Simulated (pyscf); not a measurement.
`[AsH2][InH2]` + `[H][H]` -> `[AsH3]` + `[InH3]`, a four-centre exchange (singlet surface; As–In, H–H broken, As–H, H–In formed). Optimised with ωB97X-D3(BJ)/def2-SVP in PySCF. Energies in kcal/mol from the separated reactants.

GFN2-xTB: tblite. 

Task: In single points GFN2-xTB puts the saddle at 34.9 kcal/mol and the reaction energy at +0.5 kcal/mol. Should these be trusted to within a few kcal/mol? Compare with ωB97M-D3(BJ)/def2-TZVP.

Result: ωB97M-D3(BJ)/def2-TZVP gives ΔE‡ = 35.0 kcal/mol and ΔE = +11.2 kcal/mol. GFN2-xTB lies 0.1 kcal/mol under it in the barrier and 10.8 kcal/mol under it in the reaction energy, so on this step it does not hold to within 3.0 kcal/mol. ωB97M-D3(BJ)/def2-TZVP has limits of its own. On the product side the descent ends in a complex (not fully relaxed), 6.2 kcal/mol under the separated species and 25.1 kcal/mol under the saddle at ωB97X-D3(BJ)/def2-TZVP. At the saddle there is also a short H–In contact that neither side keeps. This is the saddle that the search found; another between the same sides may lie lower. In the def2 sets elements up to Kr have no core potential. In the def2 sets elements past Kr carry core potentials, without spin-orbit coupling.
